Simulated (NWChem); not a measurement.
# One shape, several levels: Si3H8 (trisilane)

Wanted: a comparison of 3 runs (B2PLYP/6-31G*, wB97X/6-31G*, MP3/6-31G*) of Si3H8 (trisilane). 

The results are computed with NWChem 7.3.0.

## (1) Starting point

Si3H8: 11 atoms, total charge 0, spin state singlet. SMILES: `[SiH3][SiH2][SiH3]`. The coordinates come from a PBE0-D4/def2-TZVP relaxation.

Bond lengths: Si1–Si2 2.338 Å, Si2–Si3 2.338 Å, Si1–H4 1.488 Å, Si1–H5 1.488 Å, Si1–H6 1.488 Å, Si2–H7 1.490 Å, Si2–H8 1.490 Å, Si3–H9 1.488 Å, Si3–H10 1.488 Å, Si3–H11 1.488 Å. Some angles: Si1–Si2–Si3 110.4°, Si1–Si2–H7 109.6°, Si1–Si2–H8 109.6°, Si3–Si2–H7 109.6°, Si3–Si2–H8 109.6°, Si2–Si1–H4 111.2°, Si2–Si1–H5 109.8°, Si2–Si1–H6 109.8°, Si2–Si3–H9 109.8°, Si2–Si3–H10 109.8°.

## (2) A single-point energy at B2PLYP/6-31G(d) (spherical functions) (run 1)

nw.nw reads:

```
START nw
TITLE "H8Si3"
memory stack 880 mb heap 220 mb global 1100 mb
GEOMETRY units angstroms noautosym nocenter noautoz
Si   -1.292570    1.366730   -0.525270
Si   -0.462570   -0.807300   -0.296320
Si    1.631930   -0.774400    0.742750
H    -2.625850    1.367720   -1.185120
H    -0.354030    2.180440   -1.344070
H    -1.422540    2.000090    0.814640
H    -0.343400   -1.440160   -1.640160
H    -1.410380   -1.620800    0.516390
H     1.515950   -0.154940    2.090430
H     2.583820    0.031780   -0.068050
H     2.179610   -2.149160    0.894770
END
BASIS spherical bse
Si library 6-31G*
H library 6-31G*
END
DFT
xc hfexch 0.53 becke88 0.47 lyp 0.73 mp2 0.27
dftmp2 semidirect
grid xfine
convergence energy 1e-08
maxiter 100
mulliken
print medium
END
MP2
freeze core 15
END
TASK dft energy
```

On the command line:

```console
$ nwchem nw.nw > nw.out
```

Standard output:

```text
[...]
          Wavefunction type:  closed shell.
          No. of atoms     :    11
          No. of electrons :    50
[...]
          Charge           :     0
          Spin multiplicity:     1
[...]
          AO basis - number of functions:    70
[...]
              XC Information
              --------------
                     Hartree-Fock (Exact) Exchange  0.530
                    Becke 1988 Exchange Functional  0.470
              Lee-Yang-Parr Correlation Functional  0.730
[...]
 d= 0,ls=0.0,diis     1   -872.6703624083 -1.07D+03  6.59D-03  1.26D-01     2.6
[...]
 d= 0,ls=0.0,diis     7   -872.7017709494 -5.37D-09  8.18D-07  1.30D-09    14.6
         Total DFT energy =     -872.701770949389
      One electron energy =    -1593.250761609718
           Coulomb energy =      592.681322891440
    Exchange-Corr. energy =      -65.250183336851
 Nuclear repulsion energy =      193.117851105740
[...]
      Total Density - Mulliken Population Analysis
     ---------------------------------------------
    Atom       Charge   Shell Charges
 -----------   ------   -------------------------------------------------------
    1 Si  14    13.73   2.00  2.00  5.97  0.99  1.96  0.29  0.38  0.14
    2 Si  14    13.90   2.00  2.00  5.97  0.99  2.01  0.36  0.45  0.12
    3 Si  14    13.73   2.00  2.00  5.97  0.99  1.96  0.29  0.38  0.14
    4 H    1     1.08   0.50  0.58
    5 H    1     1.08   0.50  0.58
    6 H    1     1.08   0.50  0.58
    7 H    1     1.08   0.50  0.58
    8 H    1     1.08   0.50  0.58
    9 H    1     1.08   0.50  0.58
   10 H    1     1.08   0.50  0.58
[...]
  Basis functions       =     70
[...]
```

Wall time 17 s (1 thread of AMD EPYC 9R45 (Zen 5), shared host); peak memory 0.18 GiB.

## (3) Energy and forces at wB97X/6-31G(d) (spherical functions) (run 2)

run.py reads:

```python
from ase import Atoms
from ase.calculators.nwchem import NWChem

molecule = Atoms(['Si', 'Si', 'Si', 'H', 'H', 'H', 'H', 'H', 'H', 'H', 'H'], positions=[
    [-1.292570, 1.366730, -0.525270],
    [-0.462570, -0.807300, -0.296320],
    [1.631930, -0.774400, 0.742750],
    [-2.625850, 1.367720, -1.185120],
    [-0.354030, 2.180440, -1.344070],
    [-1.422540, 2.000090, 0.814640],
    [-0.343400, -1.440160, -1.640160],
    [-1.410380, -1.620800, 0.516390],
    [1.515950, -0.154940, 2.090430],
    [2.583820, 0.031780, -0.068050],
    [2.179610, -2.149160, 0.894770],
])

calc = NWChem(
    label='m1',
    theory='dft',
    memory='2200 mb',
    basis='6-31G*',
    basispar='spherical bse',
    dft={'xc': 'wb97x', 'mult': '1', 'grid': 'xfine', 'convergence': 'energy 1e-08', 'iterations': '100', 'mulliken': None},
)
molecule.calc = calc

forces = molecule.get_forces()
e = molecule.get_potential_energy()
print(f"E = {e:.6f} eV")
print("forces (eV/A):")
for s, f in zip(molecule.symbols, forces):
    print(f"{s:2s} {f[0]:10.5f} {f[1]:10.5f} {f[2]:10.5f}")
print("dipole (e A):", molecule.get_dipole_moment().round(4))
```

On the command line:

```console
$ export ASE_NWCHEM_COMMAND="nwchem PREFIX.nwi > PREFIX.nwo"
$ python run.py
```

Standard output:

```text
E = -23760.882306 eV
forces (eV/A):
Si    0.00046   -0.07538   -0.00602
Si    0.03944    0.06901    0.02525
Si   -0.06094   -0.03018   -0.03260
H     0.00067    0.01008    0.00118
H    -0.00031    0.01594    0.00072
H    -0.00062    0.01589    0.00159
H    -0.01003   -0.01178    0.00355
H    -0.00257   -0.01039   -0.01178
H     0.01286    0.00602    0.00725
H     0.01322    0.00602    0.00648
H     0.00782    0.00478    0.00437
dipole (e A): [-0.0072 -0.0126 -0.0046]
```

The calculator wrote m1.nwi:

```
title "m1"

permanent_dir m1

scratch_dir m1

start m1

geometry units angstrom nocenter noautosym noautoz
  Si -1.2925700000000000e+00 1.3667300000000000e+00 -5.2527000000000001e-01
  Si -4.6256999999999998e-01 -8.0730000000000002e-01 -2.9631999999999997e-01
  Si 1.6319300000000001e+00 -7.7439999999999998e-01 7.4275000000000002e-01
  H  -2.6258499999999998e+00 1.3677200000000000e+00 -1.1851200000000000e+00
  H  -3.5403000000000001e-01 2.1804399999999999e+00 -1.3440700000000001e+00
  H  -1.4225399999999999e+00 2.0000900000000001e+00 8.1464000000000003e-01
  H  -3.4339999999999998e-01 -1.4401600000000001e+00 -1.6401600000000001e+00
  H  -1.4103800000000000e+00 -1.6208000000000000e+00 5.1639000000000002e-01
  H  1.5159499999999999e+00 -1.5493999999999999e-01 2.0904300000000000e+00
  H  2.5838199999999998e+00 3.1780000000000003e-02 -6.8049999999999999e-02
  H  2.1796099999999998e+00 -2.1491600000000002e+00 8.9476999999999995e-01
end

memory 2200 mb

basis spherical bse noprint
   * library 6-31G*
end

dft
  xc wb97x
  mult 1
  grid xfine
  convergence energy 1e-08
  iterations 100
  mulliken
end

task dft gradient
```

m1.nwo:

```text
Northwest Computational Chemistry Package (NWChem) 7.3.0
             --------------------------------------------------------

           Job information
           ---------------

    nwchem branch   = 7.3.0
    use scalapack   = T
    input           = m1.nwi
    prefix          = m1.
    data base       = m1/m1.db
    status          = startup
    nproc           =        1

           Memory information
           ------------------

    heap     =     72089598 doubles =      550.0 Mbytes
    stack    =     72089595 doubles =      550.0 Mbytes
    global   =    144179200 doubles =     1100.0 Mbytes (distinct from heap & stack)
    total    =    288358393 doubles =     2200.0 Mbytes
    verify   = yes
    hardfail = no

[... 110 lines left out ...]
  convergence criterion.
[... 45 lines left out ...]
          Spatial weights used:  Erf1
[... 71 lines left out ...]
         Total DFT energy =     -873.196326138944
[... 3 lines left out ...]
 Nuclear repulsion energy =      193.117851105740
[... 572 lines left out ...]
          Convergence on gradient requested:  5.00D-04
[... 31 lines left out ...]
          total energy or number of iterations.
[... 32 lines left out ...]
                         DFT ENERGY GRADIENTS

    atom               coordinates                        gradient
                 x          y          z           x          y          z
   1 Si     -2.442603   2.582745  -0.992616   -0.000009   0.001466   0.000117
   2 Si     -0.874131  -1.525576  -0.559964   -0.000767  -0.001342  -0.000491
   3 Si      3.083901  -1.463404   1.403594    0.001185   0.000587   0.000634
[... 7 lines of this table left out ...]
  11 H       4.118866  -4.061324   1.690870   -0.000152  -0.000093  -0.000085

                 ----------------------------------------
                 |  Time  |  1-e(secs)   |  2-e(secs)   |
                 ----------------------------------------
                 |  CPU   |       0.00   |       7.07   |
                 ----------------------------------------
                 |  WALL  |       0.00   |       7.07   |
                 ----------------------------------------

 Task  times  cpu:       45.3s     wall:       45.3s
 Total times  cpu:       45.4s     wall:       45.4s
```

Wall time 47 s (1 thread of AMD EPYC 9R45 (Zen 5), shared host); peak memory 0.15 GiB.

## (4) A single-point energy at MP3/6-31G(d) (spherical functions) (run 3)

h8si3.nw reads:

```
start h8si3
title "H8Si3 mp3"
memory total 2200 mb
geometry units angstrom noautosym nocenter noautoz
Si   -1.292570    1.366730   -0.525270
Si   -0.462570   -0.807300   -0.296320
Si    1.631930   -0.774400    0.742750
H    -2.625850    1.367720   -1.185120
H    -0.354030    2.180440   -1.344070
H    -1.422540    2.000090    0.814640
H    -0.343400   -1.440160   -1.640160
H    -1.410380   -1.620800    0.516390
H     1.515950   -0.154940    2.090430
H     2.583820    0.031780   -0.068050
H     2.179610   -2.149160    0.894770
end
basis spherical bse
* library 6-31G*
end
scf
thresh 1e-08
maxiter 80
print low
end
tce
scf
mbpt3
freeze core 15
maxiter 60
end
task tce
```

On the command line:

```console
$ nwchem h8si3.nw > h8si3.out
```

Standard output:

```text
[...]
  functions       =    70
[...]
  wavefunction    = RHF
[...]
         Total SCF energy =   -871.382498459878
      One-electron energy =  -1592.957412556977
      Two-electron energy =    528.457062991358
 Nuclear repulsion energy =    193.117851105740
        Time for solution =      6.1s
[...]
         Wavefunction type : Restricted Hartree-Fock
          No. of electrons :    50
[...]
         Spin multiplicity : singlet
[...]
```

It took 14 s on 1 thread of AMD EPYC 9R45 (Zen 5), shared host; peak memory 0.46 GiB.

## (5) Overview of the runs

```csv
run,level,task,frozen core orbitals,energy (Eh),dipole moment (D),HOMO energy (eV),LUMO energy (eV),wall time
1,B2PLYP/6-31G* (spherical functions),energy,15,-872.783693,0.09,-8.86,1.36,17 s
2,wB97X/6-31G* (spherical functions),gradient,–,-873.196326,0.07,-10.20,2.14,47 s
3,MP3/6-31G* (spherical functions),energy,15,-871.667517,–,–,–,14 s
```

## (6) Outcome

| quantity | value |
| --- | --- |
| run 3: total energy | -871.66752 Eh |
| run 3: correlation energy (15 core orbitals frozen) | -285.0 mEh |

Totals of different functionals can't be ranked against each other. All runs together took 77 s, the longest 47 s.
